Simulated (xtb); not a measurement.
Species: C$_{5}$H$_{5}$N, SMILES `c1ccncc1` (charge 0, multiplicity 1).

**Question.** Give a relaxed geometry from GFN2-xTB (xtb).

**Answer.** the end point of this relaxation (outside a Z-matrix the atoms follow the SMILES, hydrogens last).
Z-matrix (Å, degrees):
```
C
H 1 1.0809
C 1 1.3858 2 120.65
H 3 1.0792 1 121.11 2 0.00
C 1 1.3858 2 120.65 3 -180.00
H 5 1.0792 1 121.11 2 0.00
C 3 1.3872 4 120.67 1 -180.00
N 7 1.3217 3 123.37 4 180.00
C 8 1.3217 7 118.11 3 0.00
H 9 1.0825 8 115.53 7 180.00
H 7 1.0825 8 115.53 9 -180.00
```
